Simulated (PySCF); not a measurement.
C5H7S (charge -1).
SMILES with atom numbers: `[CH2:1]=[C:2]([S-:3])[CH:4]1[CH2:5][CH2:6]1` (hydrogens: H7, H8 on C1; H9 on C4; H10, H11 on C5; H12, H13 on C6)

Computed geometry: GFN2-xTB, gas phase.

(1) What internal coordinates does the optimisation give?

Results:

(1) 
```tsv
bond	length (Å)	order
C1=C2	1.345	double
C2–S3	1.716	single
C2–C4	1.491	single
C4–C5, C4–C6	1.502	single
C5–C6	1.494	single
C1–H7	1.084	single
C1–H8	1.077	single
C4–H9	1.089	single
C5–H10, C6–H12	1.080	single
C5–H11, C6–H13	1.084	single
```

Bonds in one row agree within 0.01 Å and their mean is given. Orders are formal, as drawn. A selection of angles:
```tsv
angle	degrees
C2–C1–H7	121.8
C2–C1–H8	121.5
H7–C1–H8	116.7
C1–C2–S3	123.7
C1–C2–C4	119.0
S3–C2–C4	117.3
C2–C4–C5	120.2
C2–C4–H9	113.6
C5–C4–C6	59.7
C5–C4–H9	116.5
C4–C5–C6	60.2
C4–C5–H10	116.2
C4–C5–H11	119.1
C6–C5–H10	116.8
C6–C5–H11	119.1
H10–C5–H11	114.8
```

Dihedral angles: C1–C2–C4–C5 -145° (anticlinal); C2–C4–C5–C6 -109° (anticlinal); C2–C4–C6–C5 109° (anticlinal).

Of the pairs four or more bonds apart, S3···H10 is among the closest relative to their van der Waals radii: 2.74 Å, 91 % of the sum of Bondi's values. C1 (carbon bonded to C and 2 H) is planar (angles 121.8°, 121.5° and 116.7°, sum 360.0°, 0.00 Å off the plane of its three neighbours). C2 (fully substituted alkene carbon) is planar (angles 123.7°, 119.0° and 117.3°, sum 360.0°, 0.00 Å off the plane of its three neighbours). The 3-membered ring C4–C5–C6 has internal angles of 59.7° to 60.2°. The 5 C–C bonds span 1.345 Å (C1=C2, drawn double in one of several resonance forms) to 1.502 Å (C4–C6, drawn single), a spread of 0.157 Å.

Point group: Cs (tolerance 0.08 Å). No frequency check.

One conformer stands for the species.
